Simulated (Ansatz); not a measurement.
# AlBClH2 radical (SMILES [BH2][Al][Cl]): functionals against CCSD(T) at one geometry

One table from this session's results is given with a row withheld; the runs are named, their logs left out.

Program: Ansatz 0.2.0, Gaussian basis. Level of theory: single points in def2-TZVPP. These are calculated values, not measurements.

Correlated methods freeze the cores. Orbitals are unrestricted. B3LYP uses VWN-RPA correlation.

**Starting geometry**

SMILES `[BH2][Al][Cl]`, 5 atoms, charge 0, spin multiplicity 2.

Atoms are counted from 1 here; the program's logs count them from 0.

Bond lengths: B1–Al2 1.949 Å, B1–H4 1.208 Å, B1–H5 1.143 Å, Al2–Cl3 1.981 Å. Angles: Al2–B1–H4 118.3°, Al2–B1–H5 124.1°, H4–B1–H5 114.7°, B1–Al2–Cl3 172.6°.

Geometry (Å):

```xyz
5
AlBClH2
B    -0.49260    0.57890   -0.44630
Al    0.58910   -0.69190    0.55990
Cl    1.82240   -2.01590    1.36570
H    -1.60010    0.24130   -0.79100
H    -0.31480    1.70780   -0.45160
```

Set-up of the first run:

The input, run/in.yaml:

```yaml
crystal:
  periodic: [false, false, false]
  atoms:
    - {symbol: B, position_ang: [-0.492600, 0.578900, -0.446300]}
    - {symbol: Al, position_ang: [0.589100, -0.691900, 0.559900]}
    - {symbol: Cl, position_ang: [1.822400, -2.015900, 1.365700]}
    - {symbol: H, position_ang: [-1.600100, 0.241300, -0.791000]}
    - {symbol: H, position_ang: [-0.314800, 1.707800, -0.451600]}
basis:
  gaussian: {orbitals: def2-TZVPP}
magnetization: {spin_polarized: true, initial_magnetization: 1}
correlation: {method: ccsd_t}
scf: {omitted_lower_state_checks: [cluster_reference]}
output: {forces: true}
```

The command line of these runs was not kept.

Among the steps run: CCSD(T)/def2-TZVPP; PBE0-D4/def2-TZVPP; wB97M-V/def2-TZVPP; r2SCAN-D4/def2-TZVPP; PBE-D4/def2-TZVPP; revPBE-D4/def2-TZVPP; B3LYP-D4/def2-TZVPP.

One table of the session follows, with a row left open; its other results are not shown here.

```
   method  RMS force component (eV/Å)  angle to CCSD(T) forces (°)  dipole (D)
  CCSD(T)                       0.920                    reference        2.33
  PBE0-D4                           ?                            ?           ?
  wB97M-V                       0.896                          4.9        2.35
r2SCAN-D4                       0.890                          4.0        2.22
   PBE-D4                       0.954                          6.1        2.11
revPBE-D4                       0.989                          6.2        2.13
 B3LYP-D4                       0.915                          3.5        2.13
```

Q: Estimate the row for PBE0-D4 from the others.

As computed: RMS force component (eV/Å): 0.885; angle to CCSD(T) forces (°): 4.3; dipole (D): 2.17. In the column «RMS force component (eV/Å)» it is the lowest.
